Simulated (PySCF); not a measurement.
# Si₂: a composite coupled-cluster curve

An exercise on one series of results from a longer session: the logs are not shown, and one member is left open.

The runs use PySCF 2.14.0; CCSD(T) on ROHF, no relativity in the base curves; scalar relativity is added as a correction.

The first run:

| Property | Result |
| --- | --- |
| molecule | Si₂ |
| state | triplet, unpaired electrons π ↑↑ |
| smaller basis | Si cc-pV(T+d)Z |
| larger basis | Si cc-pV(Q+d)Z |
| frozen core orbitals | 10 |
| extrapolation | correlation as n⁻³ (n = 3, 4), Hartree–Fock as (n+1)·exp(−9√n) |
| corrections | core–valence correlation, scalar relativity |
| distances (Å) | 1.9941, 2.0847, 2.1754, 2.2660, 2.3566, 2.4699, 2.5832 |
| masses (u) | 27.9769, 27.9769 |
| dissociation limit | Si + Si |

Launch:

```
$ OMP_NUM_THREADS=4 python comp.py task.json out
```

Among the steps run: Coupled cluster at each distance.

One of the session's tables, all rows but one given; the rest of the session is left out.

It belongs to the step «Coupled cluster at each distance». Parts of the energy along the bond, in eV from Si + Si:

```
 R (Å)  HF/CBS  CCSD corr.      (T)  core–valence  relativity
1.9941  -1.393      -1.116  -0.1483       -0.0429      0.0042
2.0847  -1.779      -1.123  -0.1599       -0.0284      0.0060
2.1754  -1.941      -1.139  -0.1740       -0.0172      0.0068
2.2660       ?           ?        ?             ?           ?
2.3566  -1.821      -1.195  -0.2094       -0.0026      0.0068
2.4699  -1.559      -1.245  -0.2362        0.0028      0.0062
2.5832  -1.215      -1.304  -0.2662        0.0064      0.0053
```

**Question.** Estimate the row for R (Å) = 2.2660.

Worked estimate for «HF/CBS». A straight line through the neighbours (2.1754, -1.941) and (2.3566, -1.821) gives -1.941 + (-1.821 + 1.941) × (2.2660 − 2.1754) / (2.3566 − 2.1754) = -1.881; a parabola fitted to 4 rows on both sides gives -1.937.

As computed: HF/CBS: -1.939; CCSD corr.: -1.163; (T): -0.1905; core–valence: -0.0088; relativity: 0.0071. In «HF/CBS» the line misses by +0.058 and the parabola by +0.002.
